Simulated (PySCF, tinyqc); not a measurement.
CIS on RHF in the sto-3g basis, frozen core, for BH, spin multiplicity 1, step by step. The lowest restricted solution is unstable here: a spin-polarised one lies 0.0133 hartree lower (PySCF). Computed by tinyqc, a small Python program that keeps every step (integrals from PySCF). Settings: charge = 0, multiplicity = 1, basis = sto-3g, method = RHF, frozen orbitals = 1, energy threshold = 1e-10, iteration cap = 67, orthogonalisation = canonical, start = atomic densities, DIIS depth = 6. Command: `OMP_NUM_THREADS=1 python tinyqc.py 25473 25474 out.jsonl` (the two numbers bound the seeds that draw the settings). One thread of a shared host (Intel(R) Xeon(R) Processor @ 2.60GHz), about 0.08 s of CPU time with the checks. The early iterations of the SCF are left out here.

## One-electron integrals

Geometry (angstrom):
```
atom         x         y         z
B     0.000000  0.000000  0.000000
H     0.000000  0.000000  1.111000
```

Basis sto-3g: exponents (1/bohr^2) and contraction coefficients of normalised primitives:
```
element  l (shell)   exponent  coefficient
B            s (1)  48.791113     0.154329
B            s (1)   8.887362     0.535328
B            s (1)   2.405267     0.444635
B            s (2)   2.236956    -0.099967
B            s (2)   0.519821     0.399513
B            s (2)   0.169062     0.700115
B            p (3)   2.236956     0.155916
B            p (3)   0.519821     0.607684
B            p (3)   0.169062     0.391957
H            s (1)   3.425251     0.154329
H            s (1)   0.623914     0.535328
H            s (1)   0.168855     0.444635
```

Overlap, kinetic and nuclear-attraction integrals over the contracted functions; the nuclear repulsion is the sum of Za Zb / Rab.

nuclear repulsion = 2.38153560 hartree

overlap S:
```
           1B 1s     1B 2s    1B 2px    1B 2py    1B 2pz     2H 1s
1B 1s   1.000000  0.269328  0.000000  0.000000  0.000000  0.079664
1B 2s   0.269328  1.000000  0.000000  0.000000  0.000000  0.517325
1B 2px  0.000000  0.000000  1.000000  0.000000  0.000000  0.000000
1B 2py  0.000000  0.000000  0.000000  1.000000  0.000000  0.000000
1B 2pz  0.000000  0.000000  0.000000  0.000000  1.000000  0.513464
2H 1s   0.079664  0.517325  0.000000  0.000000  0.513464  1.000000
```

kinetic energy T (hartree):
```
            1B 1s      1B 2s    1B 2px    1B 2py    1B 2pz      2H 1s
1B 1s   10.826302  -0.047967  0.000000  0.000000  0.000000  -0.012262
1B 2s   -0.047967   0.359168  0.000000  0.000000  0.000000   0.109437
1B 2px   0.000000   0.000000  1.123881  0.000000  0.000000   0.000000
1B 2py   0.000000   0.000000  0.000000  1.123881  0.000000   0.000000
1B 2pz   0.000000   0.000000  0.000000  0.000000  1.123881   0.271520
2H 1s   -0.012262   0.109437  0.000000  0.000000  0.271520   0.760032
```

nuclear attraction V (hartree):
```
             1B 1s      1B 2s     1B 2px     1B 2py     1B 2pz      2H 1s
1B 1s   -23.623695  -3.267645   0.000000   0.000000  -0.021319  -0.981803
1B 2s    -3.267645  -4.225161   0.000000   0.000000  -0.176730  -2.026364
1B 2px    0.000000   0.000000  -4.149759   0.000000   0.000000   0.000000
1B 2py    0.000000   0.000000   0.000000  -4.149759   0.000000   0.000000
1B 2pz   -0.021319  -0.176730   0.000000   0.000000  -4.285729  -1.949193
2H 1s    -0.981803  -2.026364   0.000000   0.000000  -1.949193  -3.560877
```

core Hamiltonian H = T + V (hartree):
```
             1B 1s      1B 2s     1B 2px     1B 2py     1B 2pz      2H 1s
1B 1s   -12.797393  -3.315612   0.000000   0.000000  -0.021319  -0.994065
1B 2s    -3.315612  -3.865993   0.000000   0.000000  -0.176730  -1.916927
1B 2px    0.000000   0.000000  -3.025878   0.000000   0.000000   0.000000
1B 2py    0.000000   0.000000   0.000000  -3.025878   0.000000   0.000000
1B 2pz   -0.021319  -0.176730   0.000000   0.000000  -3.161848  -1.677673
2H 1s    -0.994065  -1.916927   0.000000   0.000000  -1.677673  -2.800845
```

## Two-electron integrals

Functions are numbered as in S; the eight-fold symmetry (ij|kl) = (ji|kl) = (kl|ij) leaves the list below.

Two-electron integrals (ij|kl) in chemists' order, unique and non-zero (hartree):
```
(11|11) 2.923513   (21|11) 0.518376   (21|21) 0.109262   (22|11) 0.744229
(22|21) 0.193177   (22|22) 0.544804   (31|31) 0.020264   (32|31) 0.029996
(32|32) 0.120346   (33|11) 0.742491   (33|21) 0.193240   (33|22) 0.544682
(33|33) 0.586773   (41|41) 0.020264   (42|41) 0.029996   (42|42) 0.120346
(43|43) 0.031630   (44|11) 0.742491   (44|21) 0.193240   (44|22) 0.544682
(44|33) 0.523513   (44|44) 0.586773   (51|51) 0.020264   (52|51) 0.029996
(52|52) 0.120346   (53|53) 0.031630   (54|54) 0.031630   (55|11) 0.742491
(55|21) 0.193240   (55|22) 0.544682   (55|33) 0.523513   (55|44) 0.523513
(55|55) 0.586773   (61|11) 0.153633   (61|21) 0.032225   (61|22) 0.057002
(61|33) 0.056721   (61|44) 0.056721   (61|51) 0.002388   (61|52) 0.004326
(61|55) 0.057597   (61|61) 0.009816   (62|11) 0.320585   (62|21) 0.084224
(62|22) 0.255602   (62|33) 0.248814   (62|44) 0.248814   (62|51) 0.009284
(62|52) 0.052935   (62|55) 0.268953   (62|61) 0.026417   (62|62) 0.156013
(63|31) 0.009084   (63|32) 0.040643   (63|53) 0.010320   (63|63) 0.018867
(64|41) 0.009084   (64|42) 0.040643   (64|54) 0.010320   (64|64) 0.018867
(65|11) 0.282196   (65|21) 0.075213   (65|22) 0.240918   (65|33) 0.228047
(65|44) 0.228047   (65|51) 0.016363   (65|52) 0.086871   (65|55) 0.266413
(65|61) 0.024941   (65|62) 0.172935   (65|65) 0.206645   (66|11) 0.465859
(66|21) 0.124730   (66|22) 0.423558   (66|33) 0.398197   (66|44) 0.398197
(66|51) 0.018281   (66|52) 0.132672   (66|55) 0.473878   (66|61) 0.040143
(66|62) 0.316431   (66|65) 0.383843   (66|66) 0.774606
```

## Orthogonalisation

S = U s U^T; canonical form X = U s^(-1/2), so that X^T S X = 1. Each column of U has its largest component positive (the first on a tie).

eigenvalues of S: 0.261764  0.796039  1.000000  1.000000  1.163002  1.779195

X:
```
                1          2         3          4          5         6
1B 1s    0.230148   0.806776  0.000000   0.000000   0.589161  0.190124
1B 2s   -1.030276  -0.550987  0.000000   0.000000   0.409163  0.400775
1B 2px   0.000000   0.000000  0.344902   0.938639   0.000000  0.000000
1B 2py   0.000000   0.000000  0.938639  -0.344902   0.000000  0.000000
1B 2pz  -0.939249   0.510512  0.000000   0.000000  -0.560093  0.332559
2H 1s    1.350413  -0.202788  0.000000   0.000000  -0.177805  0.504667
```

Within a degenerate level the vectors are fixed only up to a rotation; this is one choice.

## Iteration 7 (converged): orbitals

converged F (hartree):
```
            1B 1s      1B 2s    1B 2px    1B 2py     1B 2pz      2H 1s
1B 1s   -7.329820  -2.144374  0.000000  0.000000  -0.024899  -0.652131
1B 2s   -2.144374  -1.037142  0.000000  0.000000  -0.083783  -0.615346
1B 2px   0.000000   0.000000  0.269904  0.000000   0.000000   0.000000
1B 2py   0.000000   0.000000  0.000000  0.269904   0.000000   0.000000
1B 2pz  -0.024899  -0.083783  0.000000  0.000000  -0.168241  -0.438708
2H 1s   -0.652131  -0.615346  0.000000  0.000000  -0.438708  -0.488323
```

Diagonalise F' = X^T F X, C = X C', fill 3 alpha and 3 beta electrons from the bottom; D = 2 C_occ C_occ^T. Each column has its largest component positive (the first on a tie).

F' = X^T F X (hartree):
```
           1          2         3         4          5          6
1   0.757261  -0.401119  0.000000  0.000000  -0.113715  -0.133024
2  -0.401119  -3.049902  0.000000  0.000000  -3.118827  -1.456171
3   0.000000   0.000000  0.269904  0.000000   0.000000   0.000000
4   0.000000   0.000000  0.000000  0.269904   0.000000   0.000000
5  -0.113715  -3.118827  0.000000  0.000000  -3.626346  -1.689044
6  -0.133024  -1.456171  0.000000  0.000000  -1.689044  -1.448105
```

orbital energies (hartree): MO1 -7.334704, MO2 -0.610542, MO3 -0.244199, MO4 0.269904, MO5 0.269904, MO6 0.822354

coefficients C:
```
              MO1        MO2        MO3        MO4       MO5        MO6
1B 1s    0.991998  -0.203762  -0.205452   0.000000  0.000000   0.139011
1B 2s    0.030851   0.527076   0.811617   0.000000  0.000000  -0.869257
1B 2px   0.000000   0.000000   0.000000   0.742991  0.669302   0.000000
1B 2py   0.000000   0.000000   0.000000  -0.669302  0.742991   0.000000
1B 2pz   0.007614   0.238307  -0.584991   0.000000  0.000000  -1.080763
2H 1s   -0.008199   0.529617  -0.342523   0.000000  0.000000   1.324068
```

D after iteration 7:
```
            1B 1s      1B 2s    1B 2px    1B 2py     1B 2pz      2H 1s
1B 1s    2.135579  -0.487085  0.000000  0.000000   0.158366  -0.091354
1B 2s   -0.487085   1.874966  0.000000  0.000000  -0.697895   0.001797
1B 2px   0.000000   0.000000  0.000000  0.000000   0.000000   0.000000
1B 2py   0.000000   0.000000  0.000000  0.000000   0.000000   0.000000
1B 2pz   0.158366  -0.697895  0.000000  0.000000   0.798127   0.653044
2H 1s   -0.091354   0.001797  0.000000  0.000000   0.653044   0.795767
```

Within a degenerate level the vectors are fixed only up to a rotation; this is one choice.

## Convergence

Stop when the energy changes by less than 1e-10 hartree and every element of the error matrix X^T (F D S - S D F) X is below 3e-06.

Course of the cycle:
```
iteration   E (hartree)     change  largest element of the error matrix
1          -24.79274548          -                             5.83e-01
2          -24.74100052   5.17e-02                             6.58e-02
3          -24.74635601  -5.36e-03                             1.80e-02
4          -24.74659340  -2.37e-04                             2.19e-03
5          -24.74659718  -3.78e-06                             2.92e-05
6          -24.74659718  -4.74e-10                             1.09e-06
7          -24.74659718  -1.01e-12                             4.69e-09
```

PySCF RHF in the same basis = -24.74659718 hartree

Converged in 7 iterations.

## Integrals over molecular orbitals

(pq|rs) = sum C_ip C_jq C_kr C_ls (ij|kl), one index at a time.

one-electron integrals over orbitals h = C^T H C (hartree):
```
            1          2          3          4          5          6
1  -12.783447   0.260100   0.249110   0.000000   0.000000  -0.158196
2    0.260100  -3.179821  -0.096897   0.000000   0.000000   0.456322
3    0.249110  -0.096897  -2.975419   0.000000   0.000000  -0.174458
4    0.000000   0.000000   0.000000  -3.025878   0.000000   0.000000
5    0.000000   0.000000   0.000000   0.000000  -3.025878   0.000000
6   -0.158196   0.456322  -0.174458   0.000000   0.000000  -2.448173
```

Two-electron integrals over orbitals (pq|rs), unique and non-zero (hartree); the lowest 1 orbital is frozen and left out:
```
(22|22) 0.613134    (32|22) -0.074483   (32|32) 0.054124    (33|22) 0.413277
(33|32) 0.046387    (33|33) 0.583863    (42|42) 0.058255    (43|42) 0.042028
(43|43) 0.065981    (44|22) 0.466295    (44|32) 0.036539    (44|33) 0.512594
(44|44) 0.586773    (52|52) 0.058255    (53|52) 0.042028    (53|53) 0.065981
(54|54) 0.031630    (55|22) 0.466295    (55|32) 0.036539    (55|33) 0.512594
(55|44) 0.523513    (55|55) 0.586773    (62|22) 0.015228    (62|32) -0.050802
(62|33) -0.040614   (62|44) -0.088403   (62|55) -0.088403   (62|62) 0.122727
(63|22) -0.057375   (63|32) 0.045379    (63|33) 0.077959    (63|44) 0.032342
(63|55) 0.032342    (63|62) -0.049756   (63|63) 0.067809    (64|42) -0.037897
(64|43) -0.016600   (64|64) 0.034351    (65|52) -0.037897   (65|53) -0.016600
(65|65) 0.034351    (66|22) 0.598643    (66|32) -0.061421   (66|33) 0.459190
(66|44) 0.484263    (66|55) 0.484263    (66|62) 0.023982    (66|63) -0.041938
(66|66) 0.627723
```

## CIS matrix, singlets

A(ia,jb) = (e_a - e_i) d_ij d_ab + 2 (ia|jb) - (ij|ab).

CIS matrix A, singlet (hartree):
```
          2>4       2>5        2>6       3>4       3>5        3>6
2>4  0.530661  0.000000   0.000000  0.047516  0.000000   0.000000
2>5  0.000000  0.530661   0.000000  0.000000  0.047516   0.000000
2>6  0.000000  0.000000   1.079707  0.000000  0.000000  -0.038092
3>4  0.047516  0.000000   0.000000  0.133470  0.000000   0.000000
3>5  0.000000  0.047516   0.000000  0.000000  0.133470   0.000000
3>6  0.000000  0.000000  -0.038092  0.000000  0.000000   0.742981
```

## CIS singlet states

dipole integrals <i|r|a> (bohr):
```
            x          y          z
2>4  0.516691  -0.465446   0.000000
2>5  0.465446   0.516691   0.000000
2>6  0.000000   0.000000   0.642016
3>4  0.465840  -0.419639   0.000000
3>5  0.419639   0.465840   0.000000
3>6  0.000000   0.000000  -0.836820
```

Diagonalise A (1 hartree = 27.211386 eV); each vector has its largest component positive (the first on a tie). The transition dipole is mu = sqrt2 sum c_ia <i|r|a>.

singlet excitation energies (eV): 3.479373  3.479373  14.592543  14.592543  20.101762  29.496105

lowest vectors:
```
       state 1    state 2    state 3   state 4   state 5    state 6
2>4  -0.117154  -0.000006   0.993114  0.000484  0.000000   0.000000
2>5   0.000006  -0.117154  -0.000484  0.993114  0.000000   0.000000
2>6   0.000000   0.000000   0.000000  0.000000  0.111022   0.993818
3>4   0.993114   0.000053   0.117154  0.000057  0.000000   0.000000
3>5  -0.000053   0.993114  -0.000057  0.117154  0.000000   0.000000
3>6   0.000000   0.000000   0.000000  0.000000  0.993818  -0.111022
```

oscillator strengths 2/3 w |mu|^2: 0.049933  0.049933  0.417448  0.417448  0.569471  0.772203

Within a degenerate level the vectors are fixed only up to a rotation; this is one choice.

## CIS matrix, triplets

A(ia,jb) = (e_a - e_i) d_ij d_ab - (ij|ab).

CIS matrix A, triplet (hartree):
```
           2>4        2>5       2>6        3>4        3>5       3>6
2>4   0.414151   0.000000  0.000000  -0.036539   0.000000  0.000000
2>5   0.000000   0.414151  0.000000   0.000000  -0.036539  0.000000
2>6   0.000000   0.000000  0.834252   0.000000   0.000000  0.061421
3>4  -0.036539   0.000000  0.000000   0.001509   0.000000  0.000000
3>5   0.000000  -0.036539  0.000000   0.000000   0.001509  0.000000
3>6   0.000000   0.000000  0.061421   0.000000   0.000000  0.607363
```

## CIS triplet states

Diagonalise A (1 hartree = 27.211386 eV); each vector has its largest component positive (the first on a tie).

triplet excitation energies (eV): -0.046309  -0.046309  11.356974  11.356974  16.103770  23.124572

lowest vectors:
```
       state 1   state 2    state 3    state 4    state 5   state 6
2>4   0.087302  0.006300   0.992779   0.082024   0.000000  0.000000
2>5  -0.006300  0.087302  -0.082024   0.992779   0.000000  0.000000
2>6   0.000000  0.000000   0.000000   0.000000  -0.245578  0.969377
3>4   0.993579  0.071696  -0.087232  -0.007207   0.000000  0.000000
3>5  -0.071696  0.993579   0.007207  -0.087232   0.000000  0.000000
3>6   0.000000  0.000000   0.000000   0.000000   0.969377  0.245578
```

Within a degenerate level the vectors are fixed only up to a rotation; this is one choice.

A negative triplet energy shows that the restricted solution is unstable towards a spin-polarised one.
